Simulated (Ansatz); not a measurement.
`COCOC` → `[CH2]` (triplet) + `COCO`  (formal loss of a carbene)

Computed with Ansatz on PBE0-D4/def2-TZVP structures; ΔE is electronic, products minus reactants. CCSD(T)/CBS adds triple-zeta CCSD(T) − MP2 to the extrapolated MP2 energy (def2 sets, frozen cores). This one scheme is used for every species. Functionals use def2-TZVPP. Triplets are unrestricted, without spin–orbit coupling. Each species was taken in one conformer, which may not be the lowest.

```json
{"level": "ωB97X-V", "ΔE (eV)": "4.23"}
{"level": "SCS-MP2/def2-QZVPP", "ΔE (eV)": "4.18"}
```

Q: What does CCSD(T)/CBS give? (Best estimate.)

A: The calculation gave: +4.07 eV. The listed levels differ from it by 0.16, 0.11 eV.

Largest T1 diagnostic among the species: 0.011.

In def2-TZVPP, CCSD(T) changes the Hartree–Fock value by +1.35 eV (the triples alone add +0.12 eV) and MP2 by +1.44 eV. The D4 term adds +0.10 eV with B3LYP and +0.06 eV with PBE0; it sums over pairs of atoms, weighted by their polarisabilities, and B3LYP, whose exchange is more repulsive, gets the larger term. From PBE to PBE0 (25 % exact exchange), in def2-TZVPP and without D4, ΔE moves by −0.09 eV.

B3LYP here is the variant with VWN-RPA as its local correlation; programs differ in this.
